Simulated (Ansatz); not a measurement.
Input for Ansatz (development build ahead of 0.2.0):

```yaml
crystal:
  periodic: [false, false, false]
  atoms:
    - { symbol: Si, position_ang: [0.0, 0.0, 0.0] }
    - { symbol: H, position_ang: [0.0, 0.0, 3.976] }
    - { symbol: H, position_ang: [0.0, 3.0458, -2.5557] }
    - { symbol: H, position_ang: [2.6377, -1.5229, -2.5557] }
basis:
  gaussian: { orbitals: pcseg-2 }
magnetization:
  initial_magnetization: 1
hamiltonian:
  xc: pbe0
```

The input is written out in the form of the current development build from the run's settings.

Output:

| Property | Result |
| --- | --- |
| Converged | yes |
| Total energy | -290.65255 hartree |
| Spin squared of the determinant | 0.750 |
| Stability test | minimum among restricted orbitals |

Caution: stretched shape with no unrestricted run beside it, a lower state can exist; charge can spread falsely over distant fragments.
